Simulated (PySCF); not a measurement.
Structure with atom numbers: `[CH3:1][C:2]#[C:3][C:4]#[N:5]`. Hydrogens are named by the atom that carries them.

GIAO PBE0/pcSseg-1 shifts (PySCF 2.14, gas phase, non-relativistic, equivalent atoms averaged), each against references optimised in the same way as the molecule (TMS, NH3).

On the GFN2-xTB geometry: C4 111.6, C2 86.7, C3 63.0, C1 4.7, N5 300.4, H(C1) 2.20 ppm.

What changes on the PBE0-D3(BJ)/def2-SVP geometry?

Answers


| atoms | δ (ppm) | change |
| --- | --- | --- |
| C4 | 111.5 | -0.1 |
| C2 | 83.9 | -2.8 |
| C3 | 62.0 | -1.0 |
| C1 | 4.6 | -0.1 |
| N5 | 303.6 | +3.2 |
| H(C1) | 2.06 | -0.14 |

Bonds between heavy atoms that differ most (equivalent bonds averaged): C4–N5 1.149 → 1.163 Å, C3–C4 1.361 → 1.374 Å, C1–C2 1.436 → 1.447 Å, C2–C3 1.208 → 1.216 Å. Mean change of bonds to hydrogen: C–H +0.011 Å.
